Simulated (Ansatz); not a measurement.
`[F][Mg][Cl]` + NH₃ → `[NH2][Mg][Cl]` + H–F at 700 K and 1 bar (ligand exchange at a Mg–F bond).

Gas-phase electronic energies from Ansatz, PBE0-D4/def2-TZVP geometries. CCSD(T)/CBS adds triple-zeta CCSD(T) − MP2 to the extrapolated MP2 energy (def2 sets, frozen cores). This one scheme is used for every species. For Mg outer-core shells are correlated without core-valence functions, which leaves a few kJ/mol of doubt a bond. One conformer a species, not always the lowest.

| species | CCSD(T)/CBS energy (Eh) | H − E (kJ/mol) | S (J/(mol·K)) |
| --- | --- | --- | --- |
| `[F][Mg][Cl]` | -759.61026 | 45.3 | 314.5 |
| NH₃ | -56.50880 | 116.9 | 226.5 |
| `[NH2][Mg][Cl]` | -715.67895 | 114.1 | 356.4 |
| H–F | -100.39570 | 45.2 | 198.5 |

H − E and S are ideal-gas, rigid-rotor, harmonic terms from PBE0-D4/def2-TZVP, for one conformer and one mirror image of each species. 1 Eh = 2625.50 kJ/mol, R = 8.31446 J/(mol·K).

Task: By hand: ΔE, ΔH, ΔS and ΔG.

Result: ΔE = (-715.67895) + (-100.39570) − (-759.61026) − (-56.50880) = 0.04441 Eh = 116.6 kJ/mol. Δ(H − E) = 114.1 + 45.2 − 45.3 − 116.9 = -2.9, so ΔH = 113.7 kJ/mol. ΔS = 356.4 + 198.5 − 314.5 − 226.5 = 13.9 J/(mol·K). ΔG = 113.7 − 700 × (13.9)/1000 = 104.0 kJ/mol.

Task: By hand: the equilibrium constant, and the temperature at which ΔG would vanish if ΔH and ΔS stayed fixed.

Result: log₁₀ K = −ΔG/(RT ln 10) = -7.8. ΔG = 0 at ΔH/ΔS = 8180 K, far beyond where these terms or the molecules hold.

The number of gas molecules stays the same, so ΔS is small and ΔH decides. A doubt of 5 kJ/mol in ΔE shifts log₁₀ K by 0.4 here. Other conformers and mirror images would add mixing entropy, several J/(mol·K) or more a flexible species. These are equilibria of isolated gas molecules and say nothing of rates. Largest T1 diagnostic: 0.010 (customary marks: 0.02 for closed shells, 0.045 for open ones).
